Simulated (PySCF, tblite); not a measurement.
**C3H6FN, a complex of two parts: NMR shifts, interaction energy, spin-spin couplings and core binding energies**

Wanted: the NMR shifts, interaction energy, spin-spin couplings and core binding energies for `CF` with `CC#N`.

Programs: tblite 0.8.0 and PySCF 2.14.0. All values are calculated, for the isolated system unless a continuum is named. Atoms count from 0, parts from 1.

## (1) Starting point

11 atoms, charge 0, multiplicity 1; geometry: rigid parts in contact. Parts: 1 = atoms 0–4, `CF`, charge 0; 2 = atoms 5–10, `CC#N`, charge 0.

## (2) Search for minima with GFN2-xTB

What the job is given:

```
{"job": {"kind": "dock", "xc": "GFN2-xTB", "basis": "xTB"}, "charge": 0, "multiplicity": 1, "parts": [{"atoms": "0-4", "charge": 0, "multiplicity": 1}, {"atoms": "5-10", "charge": 0, "multiplicity": 1}]}
C     -0.069307    -0.006388     0.005687
F      1.284464     0.118328    -0.106944
H     -0.308432    -0.158994     1.058899
H     -0.380877    -0.864444    -0.591010
H     -0.525847     0.911497    -0.366631
C     -1.172664    -0.816402     3.369530
C     -0.304486     0.327809     3.403762
N      0.385920     1.237847     3.431000
H     -0.620526    -1.681360     3.003906
H     -1.544333    -1.021425     4.372785
H     -2.012942    -0.615994     2.705861
```

Level: GFN2-xTB search for minima from random contacts, gas phase.

The run is started by

```
$ OMP_NUM_THREADS=1 python cluster_run.py task.json out
```

The driver reads the jobs from task.json and runs them one after another.

**Question.** The jobs that follow are: PBE0-D3(BJ)/def2-SVPD geometry optimisation, gas phase; GIAO PBE0/pcSseg-2 NMR shielding, non-relativistic, gas phase; wB97M-D3(BJ)/def2-TZVPD interaction energy, counterpoise and uncorrected, gas phase; PBE0-D3(BJ)/def2-TZVPD interaction energy, counterpoise and uncorrected, gas phase; MP2/def2-TZVPD interaction energy, counterpoise and uncorrected, gas phase; B3LYP/pcJ-1 indirect spin-spin coupling, non-relativistic, gas phase; delta-SCF UKS SCAN, pcX-2 on the ionised atom, pcseg-1 elsewhere, spin-free X2C. Predict: binding energy (GFN2-xTB); point group; rotational constants (main isotopes); shieldings of C, H (PBE0/pcSseg-2); largest proton shift on binding; interaction energy, counterpoise (wB97M-D3(BJ)/def2-TZVPD); superposition error; binding energy (with deformation); largest coupling of the table (B3LYP/pcJ-1); C1s binding energies, SCAN/pcX-2 (standing for 2 of 3 atoms); F1s binding energies, SCAN/pcX-2.

As calculated:

```
                                                    quantity                                                                                   value
                                   binding energy (GFN2-xTB)                                                                          -3.53 kcal/mol
                                                 point group                                                                                      C1
                        rotational constants (main isotopes)                                                                    7.04, 2.39, 1.83 GHz
                          shieldings of C, H (PBE0/pcSseg-2)  C6 57.3, C0 106.2, C5 183.1, H3 26.1, H2 27.0, H4 27.0, H8 29.0, H10 29.6 ppm and more
                             largest proton shift on binding                                                                           H3, +0.88 ppm
  interaction energy, counterpoise (wB97M-D3(BJ)/def2-TZVPD)                                                                          -3.58 kcal/mol
                                         superposition error                                                                           0.08 kcal/mol
                           binding energy (with deformation)                                                                          -3.59 kcal/mol
                 largest coupling of the table (B3LYP/pcJ-1)                                                                ¹J(C,F) C0–F1, -218.4 Hz
C1s binding energies, SCAN/pcX-2 (standing for 2 of 3 atoms)                                                                 C6 292.50, C5 292.46 eV
                            F1s binding energies, SCAN/pcX-2                                                                            F1 692.67 eV
 range of the interaction energy over the runs of this table                                                                 -3.58 to -3.31 kcal/mol
```

**Reading.** In the structure that the search hands on, at its xTB geometry, the leading contact, judged by the atoms' radii, is H3···N7 (weak hydrogen bond, 2.50 Å). A later relaxation moves these distances. The optimisation took 4 steps and gained 0.085 eV; among the close pairs (by a distance rule), C0–H2 changed most, from 1.061 to 1.098 Å. At PBE0/pcSseg-2: The widest tensor belongs to N7: span 511 ppm, with a paramagnetic part of -368 ppm. On binding (GIAO PBE0/pcSseg-2 NMR shielding, non-relativistic, gas phase), H3 moves most among the protons, 0.88 ppm downfield. The attractive terms split as electrostatic 65 %, dispersion 19 %, orbital 16 %, against 2.86 kcal/mol of Pauli repulsion. A part with a negative deformation was relaxed at another level. Of the pairs tabulated at B3LYP/pcJ-1, C0–F1 couples most strongly (-218.4 Hz; Fermi contact -277.8 Hz). The C1s levels computed lie within 0.04 eV of one another, too close to rank. Only 2 of the 3 C atoms are covered by sound results. Binding moves the C1s level of C5 by -0.34 eV. The interaction energy runs from -3.58 (wB97M-D3(BJ)/def2-TZVPD) to -3.31 kcal/mol (MP2/def2-TZVPD).
